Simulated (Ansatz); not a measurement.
in.yaml

```yaml
crystal:
  periodic: [false, false, false]
  atoms:
    - {symbol: Nb, position_ang: [0.000000, 0.000000, 0.000000]}
    - {symbol: B, position_ang: [0.000000, 0.000000, 1.978200]}
basis:
  gaussian: {orbitals: def2-SVP}
total_charge: 1
magnetization: {spin_polarized: false, initial_magnetization: 5}
correlation: {method: ccsdtq, electrons: outside_noble_gas}
```

```sh
$ ansatz run in.yaml --threads 2 --pin off --events-out ev --progress --plain --max-ram 24576MiB --backend cuda --devices 0, --max-vram 18GiB
```

Output:

```
792 factors; integrals over basis functions are off by at most 1.1e-7 eV
mean field evaluation 1: about -2192.6624 eV, gradient 1.4e1 eV
mean field evaluation 2: about -2192.7661 eV, gradient 1.4e1 eV
mean field evaluation 4: about -2193.5984 eV, gradient 3.6e0 eV
mean field evaluation 8: about -2193.7579 eV, gradient 7.1e-1 eV
mean field evaluation 16: about -2193.7775 eV, gradient 9.7e-6 eV
mean field evaluation 32: about -2193.5956 eV, gradient 3.6e-1 eV
mean field evaluation 64: about -2193.6694 eV, gradient 1.3e0 eV
mean field evaluation 96: about -2193.7554 eV, gradient 2.5e-6 eV
mean field evaluation 128: about -2193.7606 eV, gradient 1.6e-1 eV
mean field evaluation 160: about -2193.6693 eV, gradient 1.3e0 eV
...
cycle  14  -3.91878271 eV  change   -9.0e-5 eV  update   6.2e-5
cycle  15  -3.91881779 eV  change   -3.5e-5 eV  update   3.3e-5
cycle  16  -3.91880883 eV  change    9.0e-6 eV  update   1.8e-5
cycle  17  -3.91879326 eV  change    1.6e-5 eV  update   9.9e-6
cycle  18  -3.91878677 eV  change    6.5e-6 eV  update   6.1e-6
cycle  19  -3.91878699 eV  change   -2.2e-7 eV  update   3.8e-6
cycle  20  -3.91879151 eV  change   -4.5e-6 eV  update   2.4e-6
cycle  21  -3.91879428 eV  change   -2.8e-6 eV  update   1.6e-6
cycle  22  -3.91879508 eV  change   -8.0e-7 eV  update   9.5e-7
cycle  23  -3.91879499 eV  change    9.4e-8 eV  update   5.6e-7
Total energy: -2197.67422479 eV, -80.7630381238 hartree
```

Ran on 2 threads of AMD EPYC 7R13 with a shared H100 80 GB, shared host: 44 s wall, 0.87 GiB peak host memory.
